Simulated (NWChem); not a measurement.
System: CH3O, doublet; SMILES C[O]

```xyz
5

C     -0.0068    -0.5656     0.0382
O     -0.0118     0.7687    -0.1259
H      0.5796    -1.1445    -0.7272
H      0.5472    -0.7560     1.0076
H     -1.0147    -1.0360     0.2051
```
Atoms are numbered in this order, from 1.

Program: NWChem. Spin-unrestricted. The radical's symmetric form is orbitally degenerate, so geometry and low modes hang on which distorted state is reached. Coordinates come from a PBE-D3(BJ)/def2-SVP, spin-unrestricted optimisation. No stability test was run on the SCF state. B3LYP is NWChem's, with the RPA form of VWN correlation. Fermi-contact couplings, non-relativistic, static geometry.

```csv
level,A(iso) 13C atom 1 (MHz),A(iso) 17O atom 2 (MHz),A(iso) 1H atom 4 (MHz),A(iso) 1H atom 5 (MHz),<S²>
B3LYP/pcJ-1,-42.7,-49.7,309,56.6,0.753
BHandHLYP/pcJ-1,(withheld),(withheld),(withheld),(withheld),0.755
PBE0/aug-cc-pVTZ-J,-43.2,-49.3,295,54.3,0.755
PBE/aug-cc-pVTZ-J,-36.5,-31.5,334,61.1,0.753
```

**Question.** What belongs in the gaps?

**Answer.** 
- BHandHLYP/pcJ-1, A(iso) 13C atom 1 (MHz): -50.8
- BHandHLYP/pcJ-1, A(iso) 17O atom 2 (MHz): -78.2
- BHandHLYP/pcJ-1, A(iso) 1H atom 4 (MHz): 274
- BHandHLYP/pcJ-1, A(iso) 1H atom 5 (MHz): 51.0
